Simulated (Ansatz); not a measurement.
# BH₃Cl (doublet): from Hartree-Fock to the top rungs at distance B1–H4 along a hydrogen transfer = 1.194 Å, cc-pVDZ

The task here is to estimate one member of a computed series from the others.

Method: cc-pVDZ, core rule «outside noble gas», up to 6 orbitals frozen; program: Ansatz 0.2.0, Gaussian basis.

The runs, in order: UHF; CCSD(T) on ROHF; CCSD(T) on UHF; BCCD(T) on ROHF; CISD; CCSDT(Q) on ROHF; CCSDT(Q) on UHF; CASSCF and MRCISD+Q, 3 electrons in 3 orbitals; CASSCF and NEVPT2, 3 electrons in 3 orbitals; CASSCF and NEVPT2, 13 electrons in 11 orbitals.

7 further runs of the same task are left out: 1 for a known fault of the program, 6 that didn't finish.

## The geometry

The geometry derives from fragments relaxed apart (PBE0/def2-TZVP) and kept rigid, so it is no stationary point. A hydrogen atom is moved between rigid fragments.

5 atoms, charge 0, spin multiplicity 2.

Atoms are counted from 1 here; the program's logs count them from 0.

Bond lengths: B1–H2 1.193 Å, B1–H3 1.193 Å, B1–H4 1.193 Å. Angles: H2–B1–H3 120.0°, H2–B1–H4 120.0°, H3–B1–H4 120.0°.

Geometry (Å):

```xyz
5
charge 0, multiplicity 2
B    -2.36076    0.00000    0.00000
H    -2.95749    1.03357    0.00000
H    -2.95749   -1.03357    0.00000
H    -1.16729    0.00000    0.00000
Cl    0.92124    0.00000    0.00000
```

The first run:

The input, in.yaml:

```yaml
crystal:
  periodic: [false, false, false]
  atoms:
    - {symbol: B, position_ang: [-2.360761, 0.000000, 0.000000]}
    - {symbol: H, position_ang: [-2.957494, 1.033571, 0.000000]}
    - {symbol: H, position_ang: [-2.957494, -1.033571, 0.000000]}
    - {symbol: H, position_ang: [-1.167295, 0.000000, 0.000000]}
    - {symbol: Cl, position_ang: [0.921239, 0.000000, 0.000000]}
basis:
  gaussian: {orbitals: cc-pVDZ}
magnetization: {spin_polarized: true, initial_magnetization: 1}
hamiltonian: {xc: hf}
output: {orbitals: {seedname: orbitals}}
```

Launch:

```bash
ansatz run in.yaml --threads 1 --pin off --events-out ev --progress --plain --max-ram 2393MiB
```

Steps of the session up to this table: UHF; CCSD(T) on ROHF; CCSD(T) on UHF; BCCD(T) on ROHF; CISD; CCSDT(Q) on ROHF; CCSDT(Q) on UHF; CASSCF and MRCISD+Q, 3 electrons in 3 orbitals; CASSCF and NEVPT2, 3 electrons in 3 orbitals; CASSCF and NEVPT2, 13 electrons in 11 orbitals.

One table of the session follows, with a row left open; its other results are not shown here.

| method | from UCCSDT(Q) (meV) |
| --- | --- |
| ROHF | ? |
| UHF | +6846.0 |
| RMP2 | +1193.3 |
| UMP2 | +1210.4 |
| CISD | +632.0 |
| RCCSD | +113.6 |
| UCCSD | +111.0 |
| RCCSD(T) | +23.3 |
| UCCSD(T) | +23.0 |
| BCCD(T) | +23.4 |
| RCCSDT | +6.1 |
| UCCSDT | +5.7 |
| RCCSDT(Q) | +0.3 |
| UCCSDT(Q) | 0 |
| CASSCF valence | +5619.4 |
| NEVPT2 valence | +1444.3 |

**Question.** Estimate the row for ROHF.

The run gave: from UCCSDT(Q) (meV): +6967.1. In the column «from UCCSDT(Q) (meV)» it is the highest.

Left out of the table: CASSCF pair, NEVPT2 pair, MRCISD pair, MRCISD+Q pair (the active space lost an orbital or holds another state than full CI finds).

To keep in mind: Restricted and unrestricted rows rest on different reference determinants; where their highest levels disagree by more than a few hundredths of an eV, they describe different states and don't form one ladder. Warnings in the runs' records: passed over end.
